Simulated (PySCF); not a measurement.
A made-up structure of NaAlH2S, closed shell:

```
5
angstrom
Na -1.2889 -1.5336 1.0071
S 0.8826 -0.3098 1.5526
Al 0.3642 0.4636 -0.3338
H -1.0358 -0.1910 -0.9101
H -2.4663 -2.6427 2.1315
```

It is relaxed with PBE-D4/def2-SVP and then PBE0-D4/def2-TZVP (PySCF 2.14 with density fitting (its default auxiliary sets; JK sets also for MP2 and CCSD(T))). Atoms count as bonded within 1.22 times the sum of their covalent radii (H–H: 0.88 Å). The end point is not checked to be a true minimum.

Task: Does its bonding change? (A judgement: the text doesn't fix the answer.)

Result: The calculation gives: Yes. Formed: Al3–H5; broken: Na1–H4.

Where it ends: The first stage lowers the energy by 3.35 eV in 67 steps. It ends as NaAlH₂S ([H]1[Na]2[S][AlH]12):
Na1  (-0.036, -2.324, 2.504)
S2  (-1.032, 0.027, 2.465)
Al3  (-1.137, -0.566, 0.449)
H4  (-1.667, 0.145, -0.864)
H5  (-0.539, -2.085, 0.216)
(Å)

Labels in which every atom is bracketed show which atoms are joined, not bond orders.

For scale, one of the runs: PBE0-D4/def2-TZVP relaxation, 118 basis functions, launched by `OMP_NUM_THREADS=2 python run.py`. Time: 36 s of wall clock on 2 CPU threads of an Arm Neoverse V2; the host was shared. Peak host memory: 1.1 GiB.
